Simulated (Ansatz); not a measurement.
B20 (FeSi-type) FeSi, treated with HSE06 in Ansatz (plane waves, PAW).

Numerical settings: plane-wave cutoff 460 eV, 6×6×6 k mesh, Fermi–Dirac smearing 0.01 eV, no spin polarisation, scalar-relativistic PAW data made under PBE.

Cell (relaxed at this level):

```xyz
8
Lattice="4.3813 0.0000 0.0000 0.0000 4.3813 0.0000 0.0000 0.0000 4.3813" Properties=species:S:1:pos:R:3 pbc="T T T"
Fe     3.7858     2.7862     1.5951
Fe     2.7862     1.5951     3.7858
Fe     1.5951     3.7858     2.7862
Fe     0.5955     0.5955     0.5955
Si     0.6961     1.4946     2.8868
Si     1.4946     2.8868     0.6961
Si     2.8868     0.6961     1.4946
Si     3.6852     3.6852     3.6852
```

Q: Predict the band gap, smallest direct gap on the k points sampled and direct gap at Γ.

A: 
- band gap = 1.46 eV (indirect)
- smallest direct gap on the k points sampled = 1.52 eV
- direct gap at Γ = 2.41 eV

Measured, for comparison: band gap 0.05 eV (temperature not stated, not corrected to a static lattice, indirect, transport; lower end of the printed range; as tabulated in Tomczak (2018), arXiv:1802.07220). Computed (rounded) less measured: band gap +1.41 eV.

Computed values are for the static lattice.

Ansatz is a quantum-chemistry and plane-wave program.
